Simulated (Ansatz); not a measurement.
**Scan of [GeH3···H···H], doublet**

Starting geometry:

```xyz
6

Ge   -0.0381    0.0000    0.0000
H    -0.5496    1.4466    0.0000
H    -0.5496   -0.7233    1.2528
H    -0.5496   -0.7233   -1.2528
H     1.4962    0.0000    0.0000
H     2.8999    0.0000    0.0000
```

From there H5 is moved from one fragment to the other while all else, the fragments' distance too, stays fixed; atoms are numbered as listed. Energies are in kcal/mol, counted from the starting geometry at the same level. Kohn–Sham curves are unrestricted where that lies lower.

Basis cc-pVTZ; Ansatz 0.2.0. Correlated methods freeze the noble-gas cores and the filled d shells of p-block atoms. R marks a restricted (for open shells ROHF) determinant, U an unrestricted one. No spin–orbit coupling is included, and no scalar relativity.

Functionals correlate the shells that the reference freezes, so part of their error here is the reference's.

Full CI isn't at hand for all of this; UCCSDT(Q) serves as the reference, and is uncertain by about the last step of the cluster series.

```csv
distance Ge1-H5 (Å),UCCSDT(Q),PBE,r2SCAN,PBE0,B3LYP,CAM-B3LYP,wB97X-V,wB97M-V,B2PLYP,RPA-PBE
1.534,0.0,0.0,0.0,0.0,0.0,0.0,0.0,0.0,0.0,0.0
1.628,-0.2,-1.4,-0.8,-0.7,-0.9,-0.4,-0.1,-0.2,-0.3,-0.4
1.817,-0.7,-3.9,-2.2,-2.0,-2.8,-1.3,-0.7,-1.4,-1.0,-1.7
2.005,-8.8,-10.8,-9.1,-9.2,-10.4,-8.7,-8.6,-10.1,-8.8,-10.1
2.193,-16.7,-15.5,-14.8,-15.1,-16.7,-15.2,-15.5,-17.9,-16.2,-18.0
```

Q: Judged by the spread of the error over the points with a reference (largest less smallest), which of these follows UCCSDT(Q) best and which worst?

A: Subtracting the UCCSDT(Q) column from each: best B2PLYP (errors from -0.3 to 0.4, spread 0.7 kcal/mol), worst PBE (from -3.2 to 1.1, spread 4.3 kcal/mol). Functionals and wave-function methods converge differently with the basis, so part of this is basis effect.
